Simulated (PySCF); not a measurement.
Species: C3H2ClFO.
Numbering: `[O:1]=[C:2]([Cl:3])/[CH:4]=[CH:5]/[F:6]` (hydrogens: H7 on C4; H8 on C5)

Theory: PBE0-D3(BJ)/def2-SVP geometry optimisation, gas phase (PySCF 2.14.0).

Q: What internal coordinates does the optimisation give?

A: 
```
  bond  length (Å)   order
 O1=C2       1.190  double
C2–Cl3       1.783  single
 C2–C4       1.466  single
 C4=C5       1.338  double
 C5–F6       1.311  single
 C4–H7       1.090  single
 C5–H8       1.095  single
```

Orders are formal, as drawn. A selection of angles:
```
    angle  degrees
O1–C2–Cl3    121.0
 O1–C2–C4    127.1
Cl3–C2–C4    111.9
 C2–C4–C5    118.0
 C2–C4–H7    120.3
 C5–C4–H7    121.7
 C4–C5–F6    122.4
 C4–C5–H8    123.5
 F6–C5–H8    114.1
```

Dihedral angles: O1–C2–C4–C5 0° (synperiplanar); C2–C4–C5–F6 180° (antiperiplanar).

The 6 heavy atoms lie in one plane (0.003 Å rms). The C–C distances run from 1.338 Å (C4=C5, drawn double) to 1.466 Å (C2–C4, drawn single), a spread of 0.128 Å. Of the pairs four or more bonds apart, O1···H8 is among the closest relative to their van der Waals radii: 2.58 Å, 95 % of the sum of Bondi's values.

Point group: Cs (every atom within 0.08 Å of its image). No frequency check. One conformer, not necessarily the lowest.

Hardware: Intel Xeon 6975P-C, one thread, shared host. Cost: 19 s wall, 0.53 GiB resident at most. That covers the optimisation of the geometry.
